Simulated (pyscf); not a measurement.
PySCF, gas phase, ωB97X-D3(BJ)/def2-SVP geometries. Correlated levels are frozen-core, on RHF or UHF. ΔMP2 is the change of the MP2 total energy from the triple- to the quadruple-zeta basis.

### Question
Estimate by transition-state theory the rate constant of F–GeH₃ + NH₃ → H₂N–GeH₃ + HF (singlet surface; F–Ge, H–N broken, Ge–N, F–H formed) at 600 K, with CCSD(T)/def2-TZVPP + ΔMP2(QZVPP) energies (ideal gas, 1 atm, RRHO with modes under 100 cm⁻¹ raised to 100, one conformer, R ln 2 for chiral ones without a mode under 150 cm⁻¹; no tunnelling).

### Answer
The electronic barrier is 19.8 kcal/mol and the thermal terms add +20.4, so ΔG‡ = 40.2 kcal/mol. With k_BT/h = 1.25e+13 s⁻¹ and RT = 1.192 kcal/mol, and a volume of 8.18e-20 cm³ per molecule at 1 atm, k = 2.4e-21 cm³ molecule⁻¹ s⁻¹. Wigner's tunnelling factor for 484i cm⁻¹ would be 1.06. A shift of 1 kcal/mol in the barrier changes k by a factor 2.3. On the reactant side the descent ends in a complex, 4.9 kcal/mol under the separated species and 22.5 kcal/mol under the saddle at ωB97X-D3(BJ)/def2-TZVP. On the product side the descent ends in a bound adduct, 12.8 kcal/mol under the separated species and 15.6 kcal/mol under the saddle at ωB97X-D3(BJ)/def2-TZVP. At ωB97X-D3(BJ)/def2-TZVP the barrier from the zero used here is 17.5 kcal/mol. One saddle was located; it need not be the lowest between these sides. The CCSD(T) − MP2 part came from Ansatz, without density fitting, on the same reference. The frozen core leaves the outer d or s,p core shells of the metals and heavy elements correlated in the MP2 and CC values, and def2-TZVPP describes them poorly, which can shift differences by a few kcal/mol. Elements up to Kr have no core potential and no relativistic terms here.
